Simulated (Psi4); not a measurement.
# TPSSh/aug-cc-pVDZ run of [NO3]− (nitrate), part 1 of 2

What is the vertical ionisation energy of [NO3]− (nitrate) at TPSSh/aug-cc-pVDZ? 

Program for the calculation: Psi4 1.11.

2 further runs of the same task are left out: 1 that didn't finish, 1 set aside as unsound or not needed.

## Step 1: The structure to begin with

[NO3]−: 4 atoms, total charge -1, spin state singlet. SMILES: `O=[N+]([O-])[O-]`. The coordinates come from a PBE0-D4/def2-TZVPD relaxation.

Bond lengths: O1–N2 1.247 Å, N2–O3 1.247 Å, N2–O4 1.247 Å. Angles: O1–N2–O3 120.0°, O1–N2–O4 120.0°, O3–N2–O4 120.0°.

## Step 2: Energy and gradient at TPSSh/aug-cc-pVDZ

no3.xyz

```xyz
4
NO3
O      0.296520     0.524040     1.091530
N      0.000000     0.000000     0.000000
O      0.470440    -1.113360    -0.305120
O     -0.766950     0.589330    -0.786420
```

job.py

```python
import psi4

psi4.set_memory(2200000000)
psi4.set_num_threads(1)
psi4.core.set_output_file('output.dat', False)

with open('no3.xyz') as f:
    atoms = ''.join(f.readlines()[2:])
m = psi4.geometry('-1 1\n' + atoms + 'symmetry c1')

options = {'basis': 'aug-cc-pVDZ', 'puream': True, 'e_convergence': 1e-09, 'd_convergence': 1e-08, 'scf_type': 'pk', 'dft_radial_points': 99, 'dft_spherical_points': 590}
psi4.set_options(options)

e_tot, wfn = psi4.gradient('tpssh', return_wfn=True)
psi4.oeprop(wfn, 'QUADRUPOLE', 'MAYER_INDICES', 'LOWDIN_CHARGES', title='TPSSH')
print('gradient / Eh bohr^-1')
print(e_tot.np.round(6))
print(f'energy = {wfn.energy():.10f} Eh')
```

The run is started by

```console
$ python job.py
```

output.dat:

```text
gradient() will perform analytic gradient computation.

   => Loading Basis Set <=

    Name: AUG-CC-PVDZ
    Role: ORBITAL
    Keyword: BASIS

         ---------------------------------------------------------
                                   SCF
                              RKS Reference
                        1 Threads,   2098 MiB Core
         ---------------------------------------------------------

  ==> Geometry <==

    Molecular point group: c1
    Full point group: C1

    Geometry (in Angstrom), charge = -1, multiplicity = 1:

       Center              X                  Y                   Z               Mass
    ------------   -----------------  -----------------  -----------------  -----------------
         O            0.296517419668     0.524037419668     1.091532580332    15.994914619570
         N           -0.000002580332    -0.000002580332     0.000002580332    14.003074004430
         O            0.470437419668    -1.113362580332    -0.305117419668    15.994914619570
         O           -0.766952580332     0.589327419668    -0.786417419668    15.994914619570

  Running in c1 symmetry.

  Rotational constants: A =      0.45215  B =      0.45214  C =      0.22607 [cm^-1]
  Rotational constants: A =  13555.02125  B =  13554.91564  C =   6777.48422 [MHz]
  Nuclear repulsion =  118.372543486432107

  Charge       = -1
  Multiplicity = 1
  Electrons    = 32
  Nalpha       = 16
  Nbeta        = 16

  ==> Algorithm <==

  SCF Algorithm Type is PK.
  DIIS enabled.
  MOM disabled.
  Fractional occupation disabled.
  Guess Type is SAD.
  Energy threshold   = 1.00e-09
  Density threshold  = 1.00e-08
  Integral threshold = 1.00e-12

  ==> Primary Basis <==

  Basis Set: AUG-CC-PVDZ
    Blend: AUG-CC-PVDZ
    Number of shells: 36
    Number of basis functions: 92
    Number of Cartesian functions: 100
    Spherical Harmonics?: true
    Max angular momentum: 2

  ==> DFT Potential <==

   => LibXC <=

    Version 7.1.2

   => Composite Functional: TPSSH <=

    TPSSh Hyb-GGA Exchange-Correlation Functional

    Deriv               =              1
    GGA                 =           TRUE
    Meta                =           TRUE

    Exchange Hybrid     =           TRUE
    MP2 Hybrid          =          FALSE

   => Exchange Functionals <=

    0.9000   Tao, Perdew, Staroverov & Scuseria

   => Exact (HF) Exchange <=

    0.1000               HF

   => Correlation Functionals <=

    1.0000   Tao, Perdew, Staroverov & Scuseria

   => LibXC Density Thresholds  <==

    XC_HYB_MGGA_XC_TPSSH:  1.00E-15

   => Molecular Quadrature <=

    Radial Scheme          =       TREUTLER
    Pruning Scheme         =           NONE
    Nuclear Scheme         =       TREUTLER

    Blocking Scheme        =         OCTREE
    BS radius alpha        =              1
    Pruning alpha          =              1
    Radial Points          =             99
    Spherical Points       =            590
    Total Points           =         228389
    Total Blocks           =           1734
    Max Points             =            256
    Max Functions          =             92
    Weights Tolerance      =       1.00E-15

  ==> Integral Setup <==

  Using in-core PK algorithm.
   Calculation information:
      Number of atoms:                   4
      Number of AO shells:              36
      Number of primitives:            100
      Number of atomic orbitals:       100
      Number of basis functions:        92

      Integral cutoff                 1.00e-12
      Number of threads:                 1

  Performing in-core PK
  Using 18305562 doubles for integral storage.
  We computed 222048 shell quartets total.
  Whereas there are 222111 unique shell quartets.

  ==> DiskJK: Disk-Based J/K Matrices <==

    J tasked:                  Yes
    K tasked:                  Yes
    wK tasked:                  No
    Memory [MiB]:              546
    Schwarz Cutoff:          1E-12

  Cached 50.0% of DFT collocation blocks in 0.709 [GiB].

  Minimum eigenvalue in the overlap matrix is 5.6012684904E-04.
  Reciprocal condition number of the overlap matrix is 8.4845202344E-05.
    Using symmetric orthogonalization.

  ==> Pre-Iterations <==

  SCF Guess: Superposition of Atomic Densities via on-the-fly atomic UHF (no occupation information).

   -------------------------
    Irrep   Nso     Nmo
   -------------------------
     A         92      92
   -------------------------
    Total      92      92
   -------------------------

  ==> Iterations <==

                        Total Energy        Delta E     RMS |[F,P]|

   @RKS iter SAD:  -280.05168339804493   -2.80052e+02   0.00000e+00
   @RKS iter   1:  -280.14794604128946   -9.62626e-02   9.24104e-03 ADIIS/DIIS
   @RKS iter   2:  -279.70367635891921    4.44270e-01   1.48751e-02 ADIIS/DIIS
   @RKS iter   3:  -280.41506362313066   -7.11387e-01   1.07167e-03 ADIIS/DIIS
   @RKS iter   4:  -280.41742723670171   -2.36361e-03   6.19821e-04 ADIIS/DIIS
   @RKS iter   5:  -280.41881060776046   -1.38337e-03   3.70214e-05 DIIS
   @RKS iter   6:  -280.41881472995760   -4.12220e-06   6.04650e-06 DIIS
   @RKS iter   7:  -280.41881486919897   -1.39241e-07   3.72748e-07 DIIS
   @RKS iter   8:  -280.41881486871893    4.80043e-10   5.16750e-07 DIIS
   @RKS iter   9:  -280.41881486962916   -9.10234e-10   4.98430e-09 DIIS
  Energy and wave function converged.

  ==> Post-Iterations <==

   Electrons on quadrature grid:
      Ntotal   =   32.0000001085 ; deviation = 1.085e-07

    Orbital Energies [Eh]
    ---------------------

    Doubly Occupied:

       1A    -18.861710     2A    -18.861709     3A    -18.861695
       4A    -14.295013     5A     -1.002793     6A     -0.785517
       7A     -0.785517     8A     -0.368653     9A     -0.306234
      10A     -0.279382    11A     -0.279381    12A     -0.085567
      13A     -0.085566    14A     -0.068766    15A     -0.068765
      16A     -0.011015

    Virtual:

      17A      0.166200    18A      0.185908    19A      0.215141
      20A      0.215141    21A      0.267107    22A      0.318384
      23A      0.318384    24A      0.324084    25A      0.330135
      26A      0.330136    27A      0.381812    28A      0.389469
      29A      0.389469    30A      0.402279    31A      0.414926
      32A      0.477629    33A      0.519365    34A      0.519366
      35A      0.590709    36A      0.590710    37A      0.799216
      38A      0.807721    39A      0.807722    40A      0.973655
      41A      0.973658    42A      1.020536    43A      1.045201
      44A      1.053201    45A      1.053201    46A      1.184914
      47A      1.184915    48A      1.185460    49A      1.193363
      50A      1.193363    51A      1.235911    52A      1.251761
      53A      1.251762    54A      1.269070    55A      1.279616
      56A      1.359341    57A      1.359341    58A      1.417538
      59A      1.417543    60A      1.442717    61A      1.670027
      62A      1.843464    63A      1.843466    64A      1.876919
      65A      2.006185    66A      2.006188    67A      2.211032
      68A      2.211035    69A      2.255088    70A      2.313862
      71A      2.313863    72A      2.486430    73A      2.611963
      74A      2.611968    75A      3.319594    76A      3.319595
      77A      3.466612    78A      3.466612    79A      3.469109
      80A      3.501478    81A      3.513216    82A      3.522803
      83A      3.522804    84A      3.527435    85A      3.582043
      86A      3.722849    87A      3.722850    88A      3.761053
      89A      3.761055    90A      4.028212    91A      4.028214
      92A      4.218035

    Final Occupation by Irrep:
              A
    DOCC [    16 ]
    NA   [    16 ]
    NB   [    16 ]

  @RKS Final Energy:  -280.41881486962916

   => Energetics <=

    Nuclear Repulsion Energy =            118.3725434864321073
    One-Electron Energy =                -627.2415414363736090
    Two-Electron Energy =                 258.1548734808587824
    DFT Exchange-Correlation Energy =     -29.7046904005464398
    Empirical Dispersion Energy =           0.0000000000000000
    VV10 Nonlocal Energy =                  0.0000000000000000
    Total Energy =                       -280.4188148696291591

Computation Completed

Properties will be evaluated at   0.000000,   0.000000,   0.000000 [a0]

Properties computed using the SCF density matrix

 Multipole Moments:

 ------------------------------------------------------------------------------------
     Multipole            Electronic (a.u.)      Nuclear  (a.u.)        Total (a.u.)
 ------------------------------------------------------------------------------------

 L = 1.  Multiply by 2.5417464519 to convert [e a0] to [Debye]
 Dipole X            :         -0.0000040            0.0000000           -0.0000040
 Dipole Y            :          0.0000037            0.0000000            0.0000037
 Dipole Z            :          0.0000030           -0.0000000            0.0000030
 Magnitude           :                                                    0.0000062

 ------------------------------------------------------------------------------------

	total time  =         18 seconds =       0.30 minutes

         ------------------------------------------------------------
                                   SCF GRAD
         ------------------------------------------------------------

  ==> Geometry <==

    Molecular point group: c1
    Full point group: C1

    Geometry (in Angstrom), charge = -1, multiplicity = 1:

       Center              X                  Y                   Z               Mass
    ------------   -----------------  -----------------  -----------------  -----------------
         O            0.296517419668     0.524037419668     1.091532580332    15.994914619570
         N           -0.000002580332    -0.000002580332     0.000002580332    14.003074004430
         O            0.470437419668    -1.113362580332    -0.305117419668    15.994914619570
         O           -0.766952580332     0.589327419668    -0.786417419668    15.994914619570

  Nuclear repulsion =  118.372543486432107

  ==> Basis Set <==

  Basis Set: AUG-CC-PVDZ
    Blend: AUG-CC-PVDZ
    Number of shells: 36
    Number of basis functions: 92
    Number of Cartesian functions: 100
    Spherical Harmonics?: true
    Max angular momentum: 2

  ==> DirectJKGrad: Integral-Direct SCF Gradients <==

    Gradient:                    1
    J tasked:                  Yes
    K tasked:                  Yes
    wK tasked:                  No
    Integrals threads:           1
    Schwarz Cutoff:          1E-12

  ==> DFT Potential <==

   => LibXC <=

    Version 7.1.2

   => Composite Functional: TPSSH <=

    TPSSh Hyb-GGA Exchange-Correlation Functional

    Deriv               =              1
    GGA                 =           TRUE
    Meta                =           TRUE

    Exchange Hybrid     =           TRUE
    MP2 Hybrid          =          FALSE

   => Exchange Functionals <=

    0.9000   Tao, Perdew, Staroverov & Scuseria

   => Exact (HF) Exchange <=

    0.1000               HF

   => Correlation Functionals <=

    1.0000   Tao, Perdew, Staroverov & Scuseria

   => LibXC Density Thresholds  <==

    XC_HYB_MGGA_XC_TPSSH:  1.00E-15

   => Molecular Quadrature <=

    Radial Scheme          =       TREUTLER
    Pruning Scheme         =           NONE
    Nuclear Scheme         =       TREUTLER

    Blocking Scheme        =         OCTREE
    BS radius alpha        =              1
    Pruning alpha          =              1
    Radial Points          =             99
    Spherical Points       =            590
    Total Points           =         228389
    Total Blocks           =           1734
    Max Points             =            256
    Max Functions          =             92
    Weights Tolerance      =       1.00E-15

  -Total Gradient:
     Atom            X                  Y                   Z
    ------   -----------------  -----------------  -----------------
       1       -0.006263490722    -0.011074395415    -0.023064387163
       2       -0.000002595895    -0.000000031808     0.000001825079
       3       -0.009944109767     0.023529868652     0.006442702124
       4        0.016210569017    -0.012452927102     0.016623172155

	total time  =          6 seconds =       0.10 minutes

Properties will be evaluated at   0.000000,   0.000000,   0.000000 [a0]

Properties computed using the TPSSH density matrix

 Multipole Moments:

 ------------------------------------------------------------------------------------
     Multipole            Electronic (a.u.)      Nuclear  (a.u.)        Total (a.u.)
 ------------------------------------------------------------------------------------

 L = 1.  Multiply by 2.5417464519 to convert [e a0] to [Debye]
 Dipole X            :         -0.0000040            0.0000000           -0.0000040
 Dipole Y            :          0.0000037            0.0000000            0.0000037
 Dipole Z            :          0.0000030           -0.0000000            0.0000030
 Magnitude           :                                                    0.0000062

 L = 2.  Multiply by 1.3450342976 to convert [e a0^2] to [Debye ang]
 Quadrupole XX       :        -44.8780919           25.6388229          -19.2392690
 Quadrupole XY       :         25.4617028          -23.4366808            2.0250220
 Quadrupole XZ       :        -24.3101522           22.3767105           -1.9334417
 Quadrupole YY       :        -74.7991899           53.1802477          -21.6189422
 Quadrupole YZ       :        -13.9123907           12.8059209           -1.1064698
 Quadrupole ZZ       :        -76.0870494           54.3656730          -21.7213763
 Traceless XX        :         20.3766851          -18.7560916            1.6205935
 Traceless YY        :         -9.5444129            8.7853332           -0.7590797
 Traceless ZZ        :        -10.8322723            9.9707585           -0.8615138

 ------------------------------------------------------------------------------------
  Lowdin Charges: (a.u.)
   Center  Symbol    Alpha    Beta     Spin     Total
       1     O     4.03662  4.03662  0.00000 -0.07325
       2     N     3.89012  3.89012  0.00000 -0.78025
       3     O     4.03663  4.03663  0.00000 -0.07325
       4     O     4.03663  4.03663  0.00000 -0.07325

  Total alpha = 16.00000, Total beta = 16.00000, Total charge = -1.00000

  Mayer Bond Indices:

  Irrep: 1 Size: 4 x 4

                 1                   2                   3                   4

    1     0.00000000000000     1.08507356315135     0.09403736745377     0.09403809548061
    2     1.08507356315135     0.00000000000000     1.08506577399544     1.08507835720280
    3     0.09403736745377     1.08506577399544     0.00000000000000     0.09403651132645
    4     0.09403809548061     1.08507835720280     0.09403651132645     0.00000000000000

  Atomic Valences:

 #  #
 Irrep: 1
      1:    1.273149026085728
      2:    3.255217694349586
      3:    1.273139652775664
      4:    1.273152964009866
```

On the terminal:

```text
gradient / Eh bohr^-1
[[-6.2630e-03 -1.1074e-02 -2.3064e-02]
 [-3.0000e-06 -0.0000e+00  2.0000e-06]
 [-9.9440e-03  2.3530e-02  6.4430e-03]
 [ 1.6211e-02 -1.2453e-02  1.6623e-02]]
energy = -280.4188148696 Eh
```

Run time: 25 s. Hardware: 1 thread of Intel Xeon Platinum 8488C (Sapphire Rapids), shared host; peak memory 1.1 GiB.

(Continued in part 2 of 2.)
